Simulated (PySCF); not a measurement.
## Potential energy of SiN along the bond

Set-up: Si x2c-TZVPPall, N x2c-TZVPPall; spin-free X2C with a Gaussian nucleus (PySCF 2.14). Energies in eV from Si + N in their ground configurations at the same level. All curves are PBE0. state 1: ²Σ⁺ (doublet), unpaired electrons σ ↑; state 2: ²Π (doublet), unpaired electrons π ↑, a second solution, started from another occupation; state 3: ⁴Π (quartet), unpaired electrons π ↑↑↑, a second solution, started from another occupation; state 4: ⁶Σ⁺ (sextet), unpaired electrons σ ↑, π ↑↑↑↑, a second solution, started from another occupation.

```tsv
R (Å)	state 1	state 2	state 3	state 4
1.346	-2.689	-1.434	3.927	6.9710
1.409	-3.658	-2.756	2.054	5.0034
1.471	-4.197	-3.594	0.687	3.5356
1.518	-4.389	-3.982	-0.079	2.6900
1.565	-4.443	-4.211	-0.673	2.0161
1.612	-4.389	-4.313	-1.123	1.4845
1.675	-4.195	-4.297	-1.549	0.9492
1.753	-3.821	-4.104	-1.868	0.4921
1.847	-3.284	-3.720	-2.028	0.1613
1.972	-2.566	-3.125	-2.001	-0.0523
```

Task: Put a parabola through the three lowest points of the state 1 curve and estimate Re, k and ωe (reduced mass 9.332 u; 1 eV/Å² = 0.16022 mdyn/Å; ωe = 1302.8·√(k/μ) cm⁻¹).

Result: Through R = 1.518, 1.565, 1.612 Å the second-order coefficient is 24.4 eV/Å², so Re ≈ 1.565 Å, k ≈ 7.83 mdyn/Å and ωe ≈ 1194 cm⁻¹. A polynomial fit of higher order to the unrounded PBE0 energies gives Re = 1.563 Å, k = 7.86 mdyn/Å, ωe = 1195 cm⁻¹; anharmonicity and rounding make the difference.

The higher-order fit for each curve: state 1: Re = 1.563 Å, ωe = 1195 cm⁻¹, De = 4.44 eV; state 2: Re = 1.636 Å, ωe = 1077 cm⁻¹, minimum 4.32 eV below the ground-state fragments; state 3: Re = 1.891 Å, ωe = 653 cm⁻¹, minimum 2.04 eV below the ground-state fragments. State 4 gave no clean fit.

⟨S²⟩ of the unrestricted solution departs from its pure value on part of the curve, where spin states mix. The state was picked by a PBE0 search and need not be the measured ground state.
